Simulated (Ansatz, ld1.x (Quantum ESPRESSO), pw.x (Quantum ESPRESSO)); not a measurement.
## pw.x on diamond C: one setting changed

Potential: norm-conserving Troullier–Martins (Kleinman–Bylander form), ld1.x (Quantum ESPRESSO) 7.5, LDA (PW92); core [He], reference 2s1.75 2p2.25; waves: 2p (bound): rc 1.80 bohr; 3d channel at 0.05 Ry: rc 2.42 bohr; 2s (bound): rc 0.95 bohr; local part: the s channel; core correction: Bessel-smoothed model core inside 0.80 bohr.

The reference run (k-mesh 13³, cutoffs 110/440 Ry, Fermi–Dirac 0.01 Ry, mixing_beta 0.4, conv_thr 1e-9, no spin) gives -6.31 GPa at 5.505 Å³/atom, where all-electron LAPW gives 0.26 GPa. This run, with its own iteration cap, changes smearing to fermi, a wrong or extreme entry chosen on purpose.

```
&control
  calculation='scf', prefix='x', pseudo_dir='./', outdir='./tmp', tstress=.true., disk_io='none'
/
&system
  ibrav=0, nat=2, ntyp=1, ecutwfc=110, ecutrho=440, nbnd=11,
  occupations='smearing', smearing='fermi', degauss=0.01
/
&electrons
  conv_thr=1e-09, mixing_beta=0.4, electron_maxstep=70
/
ATOMIC_SPECIES
C 1.0 C.UPF
CELL_PARAMETERS angstrom
  0.00000000 1.76570891 1.76570891
  1.76570891 0.00000000 1.76570891
  1.76570891 1.76570891 0.00000000
ATOMIC_POSITIONS crystal
C 0.0000 0.0000 0.0000
C 0.2500 0.2500 0.2500
K_POINTS automatic
13 13 13 0 0 0
```

```bash
pw.x < C.scf.in > C.scf.out
```

Q: How does the run end?

A: It stops with "set_occupations: smearing fermi unknown".

```
Error in routine  set_occupations (1):
      smearing fermi unknown
```
